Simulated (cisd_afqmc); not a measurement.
Input (AFQMC/CISD/cc-pVTZ; cisd_afqmc is a phaseless AFQMC code with CISD trial states that reads the integrals written by Ansatz):

Ansatz 0.2 input:
```python
import cisd_afqmc

open("ham.yaml", "w").write("""\
crystal:
  periodic: [false, false, false]
  atoms:
    - {symbol: F, position_ang: [-0.00000000, -0.00000000, -0.10164744]}
    - {symbol: H, position_ang: [0.00000000, 0.00000000, 0.91482694]}
basis:
  gaussian:
    orbitals: cc-pVTZ
total_charge: 1
magnetization: {spin_polarized: true, initial_magnetization: 1}
correlation: {method: ccsd, electrons: outside_noble_gas, hamiltonian_folder: ham}
""")
rep = cisd_afqmc.ansatz("ham.yaml")
e_ccsd = rep["correlation"]["coupled_cluster"]["energy"]["hartree"]
out = cisd_afqmc.run("ham", e_ccsd, trial="CISD", walkers=200, populations=8, threads=8, dt=0.005, steps=40, early=24, settle=10, least=32,
    cut=5e-5, rank_cut=2e-4, target=0.0004, seconds=1500, seed=1, memory=12960, gpu=False)
```

Output:

```
orbitals 43, occupied [4, 3], factors 204 of 265, rank of the doubles 170 of 276
E(HF) = -99.535984
E(CCSD) on the cut factors = -99.753237, shift to the whole factors -0.000009
Energy of the trial state on the determinant = -99.753229
  tau behind 7.2 of longer steps, mean of the populations' last blocks
   2.0  -99.75769
   4.0  -99.75747
   6.0  -99.75755
   8.0  -99.75742
blocks 390 (0 outliers left out), error by blocks joined: 1: 0.00006, 2: 0.00006, 4: 0.00006, 8: 0.00007, 16: 0.00008
E(AFQMC/CISD) = -99.75753 +/- 0.00008
```
